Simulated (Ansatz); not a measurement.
Geometry optimisation, UKS r2SCANh-D4/def2-SVP in Ansatz 0.2.0.

The input (input.yaml):

```yaml
crystal:
  periodic: [false, false, false]
  atoms:
    - { symbol: F, position_ang: [-1.23197, 0.07772, -0.82062] }
    - { symbol: C, position_ang: [-0.03811, -0.05747, -0.27469] }
    - { symbol: F, position_ang: [0.67355, -1.00291, -0.85878] }
    - { symbol: F, position_ang: [0.61365, 1.08964, -0.2129] }
magnetization:
  spin_polarized: true
  initial_magnetization: 1
basis:
  gaussian: { orbitals: def2-SVP }
hamiltonian:
  xc: r2scanh
  dispersion: d4
relax:
  f_tol: 0.015
  max_steps: 40
```

Run as:

```bash
$ ansatz run input.yaml --threads 1 --pin off --max-ram 2048MiB --backend cpu --events-out ev --progress --plain --runs-dir out
```

Task: Where does it end, and by what steps?

Result: The forces met the threshold. After 3 steps the energy has fallen by 0.012 eV; C2 moved furthest, 0.01 Å.

```
step  energy less start (eV)  largest force component (eV/Å)  accepted
   0                  0.0000                           0.478       yes
   1                 -0.0105                           0.326       yes
   2                 -0.0122                           0.038       yes
   3                 -0.0123                           0.003       yes
```

```xyz
4
Properties=species:S:1:pos:R:3
F -1.219 0.079 -0.823
C -0.040 -0.061 -0.261
F 0.668 -0.991 -0.861
F 0.608 1.080 -0.222
```

Run time: 16 s on 1 thread of Arm Neoverse V2, on a shared host, peak memory 0.16 GiB.
